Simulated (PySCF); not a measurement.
**C2H2N2S: calculation against experiment**

**Measured values to compare with.**

NIST CCCBDB Release 22 (SRD 101), experimental dipoles lists, for the gas: dipole moment 3.28 ± 0.03 D.

The results are set against them at the end.

Compound: C2H2N2S.
SMILES with atom numbers: `[cH:1]1[n:2][n:3][cH:4][s:5]1` (hydrogens: H6 on C1; H7 on C4)

Geometry (PBE0/def2-SVPD, Å), atoms numbered from 1 in this order:
```xyz
7
C2H2N2S angstrom
C      0.9102    0.2060    0.0651
N      0.4625   -0.8465    0.6757
N     -0.8834   -0.8839    0.7418
C     -1.4466    0.1401    0.1806
S     -0.3290    1.2700   -0.4947
H      1.9693    0.4094   -0.0858
H     -2.5251    0.2835    0.1357
```

The PySCF runs (gas phase, on this PBE0/def2-SVPD geometry; no spin–orbit coupling):

| level | job | basis functions | wall time |
| --- | --- | --- | --- |
| PBE0/def2-SVPD, grid level 1 | geometry optimisation from a GFN2-xTB start | 123 | 13 s |

Hardware: one thread of an Arm Neoverse V1 (shared host).

## Comparison

**Dipole moment.** Measured: 3.28 D (NIST CCCBDB Release 22 (SRD 101), experimental dipoles).

```json
{"level": "PBE0/def2-SVPD", "computed (D)": "3.27", "computed − measured (D)": "-0.01", "% (from the printed values)": "0"}
```

The computed dipoles belong to one fixed geometry; measured ones are averaged over vibrations unless marked μe. Magnitudes are compared, not signs.

No measured geometry was used, and the causes of the misses weren't examined.
